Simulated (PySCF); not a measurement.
MgF₂: PBE0 against B3LYP

Base calculation in PySCF with density fitting and no spin–orbit coupling, PBE0/def2-TZVP (no relativity): singlet, D∞h, Mg–F 1.746 Å (×2); wavenumbers 157 (×2), 564, 882 cm⁻¹; gap between the highest occupied and lowest empty levels 8.50 eV, polar-tensor charge of Mg 1.47 e, atomisation energy (no zero-point energy) 984 kJ/mol.

**Question.** What changes on going to B3LYP/def2-TZVP (no relativity)?

**Answer.** The point group stays the same. Changes: mean bond to Mg +0.005 Å, highest wavenumber -7 cm⁻¹, lowest wavenumber -4 cm⁻¹, gap between the highest occupied and lowest empty levels -0.67 eV, polar-tensor charge of Mg -0.02 e, atomisation energy (no zero-point energy) +11 kJ/mol. The new structure has Mg–F 1.751 Å (×2), with wavenumbers 153 (×2), 559, 875 cm⁻¹.

Each species is the lowest minimum found with this bonding; other isomers or fragments can lie lower.
